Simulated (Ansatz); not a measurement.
# NHCl (quartet): from Hartree-Fock to the top rungs at distance Cl1–H2 along a hydrogen transfer = 1.594 Å, 6-31G

How much of the correlation energy of NHCl (quartet) does each wave-function method recover here?

Computed with Ansatz 0.2.0, Gaussian basis. Level: 6-31G, core rule «outside noble gas», up to 6 orbitals frozen.

The runs, in order: UHF; CCSD(T) on ROHF; CCSD(T) on UHF; BCCD(T) on ROHF; CISD; CCSDT(Q) on ROHF; CCSDT(Q) on UHF; CASSCF and MRCISD+Q, 5 electrons in 5 orbitals; CASSCF and NEVPT2, 5 electrons in 5 orbitals; CASSCF and MRCISD+Q, 13 electrons in 9 orbitals; CASSCF and NEVPT4(SD), 13 electrons in 9 orbitals; CASSCF and NEVPT2, 13 electrons in 9 orbitals.

## (1) The geometry

The geometry derives from fragments relaxed apart (PBE0/def2-TZVP) and kept rigid, so it is no stationary point. A hydrogen atom is moved between rigid fragments.

3 atoms, charge 0, spin multiplicity 4.

Atoms are counted from 1 here; the program's logs count them from 0.

Bond lengths: Cl1–H2 1.594 Å, H2–N3 1.040 Å. Angles: Cl1–H2–N3 180.0°.

## (2) UHF

Contents of in.yaml:

```yaml
crystal:
  periodic: [false, false, false]
  atoms:
    - {symbol: Cl, position_ang: [0.000000, 0.000000, -1.409333]}
    - {symbol: H, position_ang: [0.000000, 0.000000, 0.184667]}
    - {symbol: N, position_ang: [0.000000, 0.000000, 1.224667]}
basis:
  gaussian: {orbitals: 6-31G}
magnetization: {spin_polarized: true, initial_magnetization: 3}
hamiltonian: {xc: hf}
output: {orbitals: {seedname: orbitals}}
```

Run with:

```sh
$ ansatz run in.yaml --threads 1 --pin off --events-out ev --progress --plain --max-ram 3968MiB --backend cpu
```

After this run come: CCSD(T) on ROHF; CCSD(T) on UHF; BCCD(T) on ROHF; CISD; CCSDT(Q) on ROHF; CCSDT(Q) on UHF; CASSCF and MRCISD+Q, 5 electrons in 5 orbitals; CASSCF and NEVPT2, 5 electrons in 5 orbitals; CASSCF and MRCISD+Q, 13 electrons in 9 orbitals; CASSCF and NEVPT4(SD), 13 electrons in 9 orbitals; CASSCF and NEVPT2, 13 electrons in 9 orbitals.

**Question.** What will the summary of the whole plan be? Wanted: UCCSDT(Q) below the RHF energy; RMP2 from UCCSDT(Q); UMP2 from UCCSDT(Q); RCCSD from UCCSDT(Q); RCCSD(T) from UCCSDT(Q); UCCSD(T) from UCCSDT(Q); RCCSDT(Q) from UCCSDT(Q); NEVPT2 pair from UCCSDT(Q); MRCISD+Q pair from UCCSDT(Q).

The runs gave:

| quantity | value |
| --- | --- |
| UCCSDT(Q) below the RHF energy | -3.3681 eV |
| RMP2 from UCCSDT(Q) | +591.7 meV |
| UMP2 from UCCSDT(Q) | +589.1 meV |
| RCCSD from UCCSDT(Q) | +59.0 meV |
| RCCSD(T) from UCCSDT(Q) | +15.9 meV |
| UCCSD(T) from UCCSDT(Q) | +13.8 meV |
| RCCSDT(Q) from UCCSDT(Q) | +1.6 meV |
| NEVPT2 pair from UCCSDT(Q) | +524.7 meV |
| MRCISD+Q pair from UCCSDT(Q) | +54.8 meV |
| NEVPT2 valence from UCCSDT(Q) | +596.6 meV |
| levels within 1 kcal/mol (43 meV) | RCCSD(T), UCCSD(T), BCCD(T), RCCSDT, UCCSDT, RCCSDT(Q), MRCISD+Q valence |
| T1 diagnostic | 0.028 |
| effectively unpaired electrons | 3.01 |

In words: RCCSD(T) lands +15.9 meV from the yardstick (0.5 % of the correlation energy). One determinant dominates. Of the multireference levels listed MRCISD+Q valence comes nearest in total energy (+33.2 meV), which doesn't show that its space is the better one. These misses are within one basis, not against nature; the frozen cores of restricted and unrestricted runs differ, which can shift their rows.
